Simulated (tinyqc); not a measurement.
Coupled-perturbed Hartree-Fock on RHF in the sto-3g basis, for H2O, spin multiplicity 1, step by step (part 2 of 2). Computed by tinyqc, a small Python program that keeps every step (integrals from PySCF). Command: `OMP_NUM_THREADS=1 python tinyqc.py 28472 28473 out.jsonl` (the two numbers bound the seeds that draw the settings). One thread of a shared host (Intel(R) Xeon(R) Processor @ 2.60GHz), about 0.2 s of CPU time with the checks.

Geometry (angstrom):
```
atom        x         y        z
O     0.00000   0.00000  0.00000
H     0.00000   0.68600  0.61100
H     0.00000  -0.70200  0.62500
```

## Integrals over molecular orbitals

coefficients C, order 1O 1s, 1O 2s, 1O 2px, 1O 2py, 1O 2pz, 2H 1s, 3H 1s:
```
[[0.99408, -0.23090, 0.00351, 0.10986, 0.00000, -0.13166, -0.01592],
 [0.02706, 0.82053, -0.01945, -0.57039, 0.00000, 0.90833, 0.12030],
 [0.00000, 0.00000, 0.00000, 0.00000, 1.00000, 0.00000, 0.00000],
 [0.00016, 0.00592, 0.61981, -0.00784, 0.00000, -0.10312, 0.97717],
 [0.00489, 0.14884, 0.01110, 0.75788, 0.00000, 0.78228, 0.09047],
 [-0.00637, 0.16348, 0.44841, 0.26755, 0.00000, -0.71765, -0.96653],
 [-0.00606, 0.15502, -0.44817, 0.28256, 0.00000, -0.88754, 0.77360]]
```

core Hamiltonian H = T + V (hartree), order 1O 1s, 1O 2s, 1O 2px, 1O 2py, 1O 2pz, 2H 1s, 3H 1s:
```
[[-32.75430, -7.62071, 0.00000, -0.00056, -0.02192, -1.91848, -1.82465],
 [-7.62071, -9.36483, 0.00000, -0.00523, -0.25488, -4.00070, -3.86640],
 [0.00000, 0.00000, -7.48213, 0.00000, 0.00000, 0.00000, 0.00000],
 [-0.00056, -0.00523, 0.00000, -7.63096, -0.00328, -2.00537, 1.95806],
 [-0.02192, -0.25488, 0.00000, -0.00328, -7.60015, -1.87961, -1.83598],
 [-1.91848, -4.00070, 0.00000, -2.00537, -1.87961, -5.25874, -1.92545],
 [-1.82465, -3.86640, 0.00000, 1.95806, -1.83598, -1.92545, -5.17416]]
```

Given earlier and not repeated: Two-electron integrals (ij|kl) in chemists' order.

(pq|rs) = sum C_ip C_jq C_kr C_ls (ij|kl), one index at a time.

one-electron integrals over orbitals h = C^T H C (hartree):
```
[[-32.73650, 0.55365, -0.00844, -0.25304, 0.00000, 0.30197, 0.03651],
 [0.55365, -7.71365, 0.00283, 0.41933, 0.00000, -1.40418, -0.17497],
 [-0.00844, 0.00283, -6.45885, -0.02857, 0.00000, 0.18993, -1.65612],
 [-0.25304, 0.41933, -0.02857, -7.02436, 0.00000, -1.06188, -0.08350],
 [0.00000, 0.00000, 0.00000, 0.00000, -7.48213, 0.00000, 0.00000],
 [0.30197, -1.40418, 0.18993, -1.06188, 0.00000, -5.41458, 0.02011],
 [0.03651, -0.17497, -1.65612, -0.08350, 0.00000, 0.02011, -5.58369]]
```

Two-electron integrals over orbitals (pq|rs), unique and non-zero (hartree):
```
(11|11) 4.74415     (21|11) -0.41314    (21|21) 0.05740     (22|11) 1.00219
(22|21) -0.01210    (22|22) 0.73473     (31|11) 0.00636     (31|21) -0.00070
(31|22) 0.00077     (31|31) 0.01150     (32|11) -0.00194    (32|21) 0.00040
(32|22) 0.00366     (32|31) 0.01830     (32|32) 0.14588     (33|11) 0.81564
(33|21) -0.00439    (33|22) 0.65590     (33|31) -0.00028    (33|32) -0.00168
(33|33) 0.64476     (41|11) 0.19572     (41|21) -0.02357    (41|22) 0.01753
(41|31) 0.00052     (41|32) 2.60e-05    (41|33) 0.00696     (41|41) 0.02866
(42|11) -0.12925    (42|21) 0.00980     (42|22) 0.01099     (42|31) -3.28e-05
(42|32) 0.00018     (42|33) 0.00660     (42|41) 0.01762     (42|42) 0.12036
(43|11) 0.00680     (43|21) -0.00031    (43|22) 0.00197     (43|31) -0.00417
(43|32) 0.01594     (43|33) 0.00125     (43|41) -0.00037    (43|42) -0.00296
(43|43) 0.04741     (44|11) 1.00072     (44|21) -0.01418    (44|22) 0.67153
(44|31) 6.33e-07    (44|32) -0.00218    (44|33) 0.60561     (44|41) -0.01135
(44|42) -0.10392    (44|43) 0.00394     (44|44) 0.78769     (51|51) 0.02606
(52|51) 0.03221     (52|52) 0.14272     (53|51) -0.00049    (53|52) -0.00160
(53|53) 0.02973     (54|51) -0.01439    (54|52) -0.04950    (54|53) 0.00104
(54|54) 0.05835     (55|11) 1.11533     (55|21) -0.01157    (55|22) 0.74632
(55|31) 0.00018     (55|32) -0.00092    (55|33) 0.63805     (55|41) 0.00547
(55|42) -0.06911    (55|43) 0.00379     (55|44) 0.73036     (55|55) 0.88016
(61|11) -0.23725    (61|21) 0.03594     (61|22) 0.00075     (61|31) -0.00195
(61|32) -0.00214    (61|33) 0.00056     (61|41) -0.00114    (61|42) 0.02058
(61|43) 0.00010     (61|44) -0.02046    (61|55) -0.00612    (61|61) 0.03256
(62|11) 0.31282     (62|21) -0.00625    (62|22) 0.14551     (62|31) -0.00118
(62|32) -0.00503    (62|33) 0.08177     (62|41) 0.01892     (62|42) 0.01779
(62|43) 0.00418     (62|44) 0.08685     (62|55) 0.15977     (62|61) 0.00768
(62|62) 0.10399     (63|11) -0.03999    (63|21) 0.00087     (63|22) -0.01611
(63|31) 0.00368     (63|32) -0.03350    (63|33) -0.01064    (63|41) -0.00011
(63|42) 0.00840     (63|43) -0.02579    (63|44) -0.01619    (63|55) -0.02140
(63|61) 0.00021     (63|62) -0.01214    (63|63) 0.06559     (64|11) 0.21646
(64|21) -0.00235    (64|22) 0.08939     (64|31) 0.00110     (64|32) 0.00850
(64|33) 0.04382     (64|41) 0.00112     (64|42) -0.03713    (64|43) 0.00209
(64|44) 0.12284     (64|55) 0.11384     (64|61) -0.00141    (64|62) 0.05770
(64|63) -0.01402    (64|64) 0.06962     (65|51) 0.01565     (65|52) 0.05845
(65|53) -0.00321    (65|54) -0.00289    (65|65) 0.03893     (66|11) 0.82331
(66|21) -0.00692    (66|22) 0.62674     (66|31) -0.00161    (66|32) -0.01981
(66|33) 0.58025     (66|41) 0.02163     (66|42) 0.05725     (66|43) -0.00981
(66|44) 0.55613     (66|55) 0.59808     (66|61) 0.00914     (66|62) 0.10125
(66|63) 0.00719     (66|64) 0.04161     (66|66) 0.61116     (71|11) -0.02888
(71|21) 0.00451     (71|22) 0.00050     (71|31) 0.01532     (71|32) 0.02280
(71|33) -0.00053    (71|41) -0.00046    (71|42) 0.00199     (71|43) -0.00581
(71|44) -0.00221    (71|55) -0.00072    (71|61) 0.00158     (71|62) -0.00116
(71|63) 0.00447     (71|64) 0.00126     (71|66) -0.00162    (71|71) 0.02106
(72|11) 0.03968     (72|21) -0.00073    (72|22) 0.01792     (72|31) 0.01350
(72|32) 0.03493     (72|33) 0.00838     (72|41) 0.00190     (72|42) -0.00016
(72|43) -0.03664    (72|44) 0.01260     (72|55) 0.01989     (72|61) -0.00121
(72|62) 0.00582     (72|63) 0.03524     (72|64) 0.00837     (72|66) 0.01429
(72|71) 0.01713     (72|72) 0.06093     (73|11) 0.35504     (73|21) -0.00765
(73|22) 0.12665     (73|31) 0.00020     (73|32) -0.00613    (73|33) 0.08948
(73|41) -0.00106    (73|42) -0.07982    (73|43) 0.00054     (73|44) 0.15680
(73|55) 0.18394     (73|61) -0.00746    (73|62) 0.07543     (73|63) -0.01006
(73|64) 0.07756     (73|66) 0.03837     (73|71) -0.00069    (73|72) 0.01334
(73|73) 0.15244     (74|11) 0.01714     (74|21) -0.00022    (74|22) 0.00534
(74|31) -0.01033    (74|32) -0.07971    (74|33) 0.00505     (74|41) 0.00033
(74|42) -0.00147    (74|43) 0.00477     (74|44) 0.01015     (74|55) 0.00864
(74|61) 0.00152     (74|62) 0.00743     (74|63) 0.03976     (74|64) -0.00245
(74|66) 0.01631     (74|71) -0.01354    (74|72) -0.01426    (74|73) 0.01115
(74|74) 0.07110     (75|51) 0.00190     (75|52) 0.00715     (75|53) 0.02321
(75|54) -0.00093    (75|65) 0.00182     (75|75) 0.02373     (76|11) -0.00202
(76|21) 0.00026     (76|22) 0.00311     (76|31) 0.00900     (76|32) 0.09468
(76|33) -0.00454    (76|41) 0.00187     (76|42) 0.00653     (76|43) 0.04332
(76|44) -0.00661    (76|55) -0.00164    (76|61) 0.00027     (76|62) 0.00440
(76|63) -0.05548    (76|64) 0.00799     (76|66) -0.01934    (76|71) 0.01148
(76|72) -0.01332    (76|73) -0.01111    (76|74) -0.05620    (76|76) 0.10721
(77|11) 0.86136     (77|21) -0.00898    (77|22) 0.62687     (77|31) 0.00232
(77|32) 0.02205     (77|33) 0.61645     (77|41) 0.00479     (77|42) -0.00852
(77|43) 0.01018     (77|44) 0.60713     (77|55) 0.62277     (77|61) -0.00486
(77|62) 0.06886     (77|63) -0.02211    (77|64) 0.03962     (77|66) 0.56871
(77|71) 0.00218     (77|72) 0.00602     (77|73) 0.08168     (77|74) -0.01026
(77|76) 0.01897     (77|77) 0.62535
```

## Response to a field: uncoupled start

orbital energies (hartree): [-20.24819, -1.29340, -0.61819, -0.47501, -0.39869, 0.64375, 0.75621]

dipole integrals <a|z|i> (bohr), order a6, a7:
```
[[0.04512, -0.14778, 0.07417, -0.52598, 0.00000],
 [0.00499, -0.02380, -0.66712, -0.04364, 0.00000]]
```

Field along z; U_ai = -mu_ai / (e_a - e_i), alpha = -4 sum U_ai mu_ai.

uncoupled U, order a6, a7:
```
[[-0.00216, 0.07629, -0.05878, 0.47015, 0.00000],
 [-0.00024, 0.01161, 0.48539, 0.03545, 0.00000]]
```

uncoupled polarisability = 2.35465 bohr^3

## Coupled step 1

U_ai = -(mu_ai + sum_bj [4 (ai|bj) - (ab|ij) - (aj|bi)] U_bj) / (e_a - e_i); alpha = -4 sum U_ai mu_ai.

U after step 1, order a6, a7:
```
[[-0.00075, 0.01668, -0.05456, 0.50770, 0.00000],
 [-0.00008, 0.00461, 0.45244, 0.03912, 0.00000]]
```

polarisability = 2.30895 bohr^3

## Coupled step 2

As before.

U after step 2, order a6, a7:
```
[[-0.00064, 0.00772, -0.05405, 0.53250, 0.00000],
 [-0.00007, 0.00357, 0.45002, 0.04133, 0.00000]]
```

polarisability = 2.34948 bohr^3

## Coupled polarisability

Repeat until U stops changing; compare with -d2E/dF2.

Course of the coupled iterations:
```
step  alpha (bohr^3)
0            2.35465
1            2.30895
2            2.34948
3            2.35836
4            2.36180
5            2.36306
6            2.36356
7            2.36376
8            2.36384
9            2.36388
10           2.36389
11           2.36390
12           2.36390
13           2.36390
14           2.36390
15           2.36390
16           2.36390
17           2.36390
18           2.36390
19           2.36390
```

coupled polarisability = 2.36390 bohr^3

finite-field check, fields of +/-0.001 au = 2.36390 bohr^3
